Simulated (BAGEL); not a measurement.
**singlet Si2H5O+, step by step**

We compute a single-point energy (singlet Si2H5O+, HF/def2-SVP), then the energy (doublet Si2H5O, NEVPT2(3,3)/def2-SVP), then a single-point energy (doublet Si2H5O, CASPT2(3,3)/def2-SVP) of H5OSi2. 

The results are computed with BAGEL 1.2.2.

3 further runs of the same task are left out: 3 set aside as unsound or not needed.

### Step 1. The system as given

Si2H5O+ has 8 atoms, charge +1, and is taken as a singlet. As SMILES of the parent species, `O[SiH][SiH3]`. The coordinates come from a PBE0-D4/def2-TZVP relaxation. This is one conformer, not always the lowest. That shape belongs to the parent species and isn't relaxed for this state.

Bond lengths: O1–Si2 1.657 Å, Si2–Si3 2.344 Å, O1–H4 0.959 Å, Si2–H5 1.490 Å, Si3–H6 1.488 Å, Si3–H7 1.491 Å, Si3–H8 1.489 Å. Angles: O1–Si2–Si3 114.2°, O1–Si2–H5 104.7°, Si3–Si2–H5 113.1°, Si2–O1–H4 116.9°, Si2–Si3–H6 108.0°, Si2–Si3–H7 114.5°, Si2–Si3–H8 108.6°, H6–Si3–H7 108.9°, H6–Si3–H8 108.7°, H7–Si3–H8 108.0°.

### Step 2. A single-point energy at HF/def2-SVP (density fitting with svp-jkfit) (run 1)

File calc.json:

```json
{ "bagel": [

{
  "title": "molecule",
  "basis": "svp",
  "df_basis": "svp-jkfit",
  "angstrom": "false",
  "geometry": [
    { "atom": "O", "xyz": [ -1.75551778,  1.77333411, -3.24485629 ] },
    { "atom": "Si", "xyz": [  0.17086904,  2.14296454, -0.80314116 ] },
    { "atom": "Si", "xyz": [  0.59378974, -1.46301085,  1.73400513 ] },
    { "atom": "H", "xyz": [ -3.41265641,  1.13081211, -2.89184789 ] },
    { "atom": "H", "xyz": [  2.60540320,  2.99012876, -1.93584300 ] },
    { "atom": "H", "xyz": [  2.24881188, -0.80651999,  3.90983579 ] },
    { "atom": "H", "xyz": [  1.67036672, -3.70460398,  0.40949609 ] },
    { "atom": "H", "xyz": [ -1.94675806, -2.17071328,  2.71666272 ] }
  ]
},
{
  "title": "hf",
  "charge": 1
},
{
  "title": "print",
  "file": "orbitals.molden",
  "orbitals": "true"
}

]}
```

The run is started by

```console
$ BAGEL_NUM_THREADS=1 BAGEL calc.json > calc.out
```

What it wrote:

```text
* using 1 threads per process

  ===============================================================
  ===============================================================

  *** Geometry ***

  { "atom" : "O", "xyz" : [     -1.755518,      1.773334,     -3.244856 ] },
  { "atom" : "Si", "xyz" : [      0.170869,      2.142965,     -0.803141 ] },
  { "atom" : "Si", "xyz" : [      0.593790,     -1.463011,      1.734005 ] },
  { "atom" : "H", "xyz" : [     -3.412656,      1.130812,     -2.891848 ] },
  { "atom" : "H", "xyz" : [      2.605403,      2.990129,     -1.935843 ] },
  { "atom" : "H", "xyz" : [      2.248812,     -0.806520,      3.909836 ] },
  { "atom" : "H", "xyz" : [      1.670367,     -3.704604,      0.409496 ] },
  { "atom" : "H", "xyz" : [     -1.946758,     -2.170713,      2.716663 ] },

  Number of auxiliary basis functions:      423

  Since a DF basis is specified, we compute 2- and 3-index integrals:
    o Being stored without compression. Storage requirement is 0.019 GB

  Number of basis functions:       75
  Number of electrons      :       41

    * METHOD: MOLECULE                             0.16

  *** RHF ***

  === Nuclear Repulsion ===
   142.9483494070

      * DIIS with orbital gradients will be used.

  === RHF iteration (svp) ===
      0       -654.90693917          0.02064328           0.04
      1       -655.01458743          0.01603609           0.04
      2       -655.10468885          0.00175929           0.04
      3       -655.10675178          0.00036873           0.04
      4       -655.10685805          0.00009319           0.04
      5       -655.10686883          0.00002802           0.04
      6       -655.10687017          0.00000990           0.04
      7       -655.10687037          0.00000351           0.04
      8       -655.10687039          0.00000101           0.04
      9       -655.10687039          0.00000031           0.04
     10       -655.10687039          0.00000018           0.04
     11       -655.10687039          0.00000006           0.04
     12       -655.10687039          0.00000002           0.04
     13       -655.10687039          0.00000001           0.04
    * SCF iteration converged.

    * Permanent dipole moment:
           (    0.219567,    -0.766637,    -0.489678) a.u.

    * METHOD: HF                                   0.67

    * METHOD: PRINT                                0.01

  ===============================================================
```

It took 0.99 s on 1 thread of Arm Neoverse V1, shared host; peak memory 0.15 GiB.

### Step 3. Doublet neutral Si2H5O: a single-point energy at NEVPT2(3,3)/def2-SVP (density fitting with svp-jkfit) (run 2)

File input.json:

```json
{ "bagel" : [

{
  "title" : "molecule",
  "basis" : "svp",
  "df_basis" : "svp-jkfit",
  "geometry" : [
    { "atom" : "O", "xyz" : [ -1.75551778,  1.77333411, -3.24485629 ] },
    { "atom" : "Si", "xyz" : [  0.17086904,  2.14296454, -0.80314116 ] },
    { "atom" : "Si", "xyz" : [  0.59378974, -1.46301085,  1.73400513 ] },
    { "atom" : "H", "xyz" : [ -3.41265641,  1.13081211, -2.89184789 ] },
    { "atom" : "H", "xyz" : [  2.60540320,  2.99012876, -1.93584300 ] },
    { "atom" : "H", "xyz" : [  2.24881188, -0.80651999,  3.90983579 ] },
    { "atom" : "H", "xyz" : [  1.67036672, -3.70460398,  0.40949609 ] },
    { "atom" : "H", "xyz" : [ -1.94675806, -2.17071328,  2.71666272 ] }
  ]
},
{ "title" : "hf", "charge" : 1 },
{ "title" : "casscf", "nstate" : 1, "nact" : 3, "nclosed" : 19, "nspin" : 1, "active" : [12, 21, 27], "maxiter" : 200, "natocc" : "true" },
{
  "title" : "nevpt2",
  "nstate" : 1,
  "nact" : 3,
  "nclosed" : 19,
  "nspin" : 1,
  "active" : [12, 21, 27],
  "maxiter" : 200,
  "natocc" : "true",
  "ncore" : 11
},
{ "title" : "print", "file" : "orbitals.molden", "orbitals" : "true" }

]}
```

The run is started by

```console
$ BAGEL_NUM_THREADS=1 BAGEL input.json > input.out
```

What it wrote:

```text
* using 1 threads per process

  ===============================================================
  ===============================================================

  *** Geometry ***

  { "atom" : "O", "xyz" : [     -1.755518,      1.773334,     -3.244856 ] },
  { "atom" : "Si", "xyz" : [      0.170869,      2.142965,     -0.803141 ] },
  { "atom" : "Si", "xyz" : [      0.593790,     -1.463011,      1.734005 ] },
[... 4 lines of this table left out ...]
  { "atom" : "H", "xyz" : [     -1.946758,     -2.170713,      2.716663 ] },

  Number of auxiliary basis functions:      423

  Since a DF basis is specified, we compute 2- and 3-index integrals:
    o Being stored without compression. Storage requirement is 0.019 GB

  Number of basis functions:       75
  Number of electrons      :       41

    * METHOD: MOLECULE                             0.16

  *** RHF ***

  === Nuclear Repulsion ===
   142.9483494070

      * DIIS with orbital gradients will be used.

  === RHF iteration (svp) ===
      0       -654.90693917          0.02064328           0.04
      1       -655.01458743          0.01603609           0.04
      2       -655.10468885          0.00175929           0.04
[... 10 lines of this table left out ...]
     13       -655.10687039          0.00000001           0.04
    * SCF iteration converged.

    * Permanent dipole moment:
           (    0.219567,    -0.766637,    -0.489678) a.u.

    * METHOD: HF                                   0.67

  ---------------------------
      CASSCF calculation
  ---------------------------

    ==== Active orbitals : =====
         Orbital 12
         Orbital 21
         Orbital 27
    ============================

    * nstate   :      1
    * nclosed  :     19
    * nact     :      3
    * nvirt    :     53
  === CASSCF iteration (svp) ===

    * Using the second-order algorithm

      0  0      -655.34975101     1.30e-02      0.02

      1  0      -655.38195198     6.63e-04      0.25
[... 27 lines of this table left out ...]
     15  0      -655.40188088     6.91e-09      0.22

    * Second-order optimization converged. *

     guess   0:   closed 1..                  open .1.

  === FCI iteration ===

      0  0      -655.38177715     6.96e-02      0.00
      1  0      -655.40185778     1.81e-03      0.00
      2  0      -655.40188084     7.72e-05      0.00
      3  0      -655.40188088     6.60e-06      0.00
      4  0      -655.40188088     2.87e-07      0.00
      5  0      -655.40188088     7.01e-09      0.00
      6  0 *    -655.40188088     4.27e-11      0.00

     * ci vector, state   0, <S^2> = 0.7500
       2a.     0.9953970969
       .a2     0.0957208433

    * METHOD: CASSCF                               4.10

    * freezing 11 orbitals

  === DF-NEVPT2 calculation ===

    * 3-index integral transformation done
    * assembly done

      NEVPT2 correlation energy:   -0.3518674418      0.11

          (+0)     -0.2416101531
          (+0)'    -0.0381697922
          (+1)     -0.0136798781
          (+1)'    -0.0009740199
          (+2)     -0.0004351354
          (-1)     -0.0485088129
          (-1)'    -0.0008090120
          (-2)     -0.0076806381

      NEVPT2 total energy:       -655.7537483240

    * METHOD: NEVPT2                               0.18

    * METHOD: PRINT                                0.01

  ===============================================================
```

It took 5.4 s on 1 thread of Arm Neoverse V1, shared host; peak memory 0.15 GiB.

### Step 4. Doublet neutral Si2H5O: a single-point energy at CASPT2(3,3)/def2-SVP (density fitting with svp-jkfit) (run 3)

File input.json:

```json
{ "bagel": [

{
  "title": "molecule",
  "basis": "svp",
  "df_basis": "svp-jkfit",
  "angstrom": false,
  "geometry": [
    { "atom": "O", "xyz": [    -1.75551778,     1.77333411,    -3.24485629 ] },
    { "atom": "Si", "xyz": [     0.17086904,     2.14296454,    -0.80314116 ] },
    { "atom": "Si", "xyz": [     0.59378974,    -1.46301085,     1.73400513 ] },
    { "atom": "H", "xyz": [    -3.41265641,     1.13081211,    -2.89184789 ] },
    { "atom": "H", "xyz": [     2.60540320,     2.99012876,    -1.93584300 ] },
    { "atom": "H", "xyz": [     2.24881188,    -0.80651999,     3.90983579 ] },
    { "atom": "H", "xyz": [     1.67036672,    -3.70460398,     0.40949609 ] },
    { "atom": "H", "xyz": [    -1.94675806,    -2.17071328,     2.71666272 ] }
  ]
},

{
  "title": "hf",
  "charge": 1
},

{
  "title": "casscf",
  "nstate": 1,
  "nact": 3,
  "nclosed": 19,
  "nspin": 1,
  "active": [12, 21, 27],
  "maxiter": 200,
  "natocc": true
},

{
  "title": "print",
  "file": "orbitals.molden",
  "orbitals": true
},

{
  "title": "smith",
  "method": "caspt2",
  "ms": true,
  "xms": true,
  "sssr": true,
  "shift": 0.2,
  "shift_imag": true,
  "ncore": 11
}

]}
```

The run is started by

```console
$ BAGEL_NUM_THREADS=1 BAGEL input.json > input.out
```

What it wrote:

```text
* using 1 threads per process

  ===============================================================
  ===============================================================

  *** Geometry ***

  { "atom" : "O", "xyz" : [     -1.755518,      1.773334,     -3.244856 ] },
  { "atom" : "Si", "xyz" : [      0.170869,      2.142965,     -0.803141 ] },
  { "atom" : "Si", "xyz" : [      0.593790,     -1.463011,      1.734005 ] },
[... 4 lines of this table left out ...]
  { "atom" : "H", "xyz" : [     -1.946758,     -2.170713,      2.716663 ] },

  Number of auxiliary basis functions:      423

  Since a DF basis is specified, we compute 2- and 3-index integrals:
    o Being stored without compression. Storage requirement is 0.019 GB

  Number of basis functions:       75
  Number of electrons      :       41

    * METHOD: MOLECULE                             0.16

  *** RHF ***

  === Nuclear Repulsion ===
   142.9483494070

      * DIIS with orbital gradients will be used.

[... 6 lines left out ...]
    * SCF iteration converged.
[... 1 line left out ...]
    * Permanent dipole moment:
[... 28 lines left out ...]
    * Second-order optimization converged. *
[... 13 lines left out ...]
     * ci vector, state   0, <S^2> = 0.7500
[... 16 lines left out ...]
    * Zeroth order energy : state  0       -1.7345664760
[... 4 lines left out ...]
       #      aibj      arbs      arbi      airj      risj      airs      arst      rist         Etot      error   time
[... 2 lines left out ...]
       0  -0.24127  -0.00900  -0.05066  -0.01498  -0.00055  -0.03405  -0.00077  -0.00087   -0.3521511  0.0032091   0.05
       1  -0.24159  -0.00910  -0.05094  -0.01512  -0.00061  -0.03508  -0.00081  -0.00094   -0.3541908  0.0005729   0.04
       2  -0.24165  -0.00910  -0.05087  -0.01513  -0.00061  -0.03516  -0.00082  -0.00094   -0.3542902  0.0001407   0.04
       3  -0.24164  -0.00910  -0.05087  -0.01512  -0.00062  -0.03517  -0.00082  -0.00095   -0.3542947  0.0000336   0.04
       4  -0.24164  -0.00910  -0.05087  -0.01512  -0.00062  -0.03517  -0.00082  -0.00095   -0.3542951  0.0000086   0.04
       5  -0.24164  -0.00910  -0.05087  -0.01512  -0.00062  -0.03517  -0.00082  -0.00095   -0.3542951  0.0000020   0.04
       6  -0.24164  -0.00910  -0.05087  -0.01512  -0.00062  -0.03517  -0.00082  -0.00095   -0.3542951  0.0000006   0.04

      ------------------------------------------------------------------------------------------------------------------

    * CASPT2 energy : state  0     -655.7585199963
        w/o shift correction       -655.7561759723
        reference weight              0.8863430176

    * METHOD: SMITH                                0.42

  ===============================================================
```

Run time: 5.7 s. Hardware: 1 thread of Arm Neoverse V1, shared host; peak memory 0.15 GiB.

### Step 5. Summary of results

```
                                   quantity          value
           run 1, HF/def2-SVP: total energy  -655.10687 Eh
            run 1, HF/def2-SVP: HOMO energy      -17.41 eV
            run 1, HF/def2-SVP: LUMO energy       -6.61 eV
          run 1, HF/def2-SVP: HOMO–LUMO gap       10.80 eV
doublet neutral Si2H5O, run 2: total energy  -655.75375 Eh
doublet neutral Si2H5O, run 3: total energy  -655.75852 Eh
```
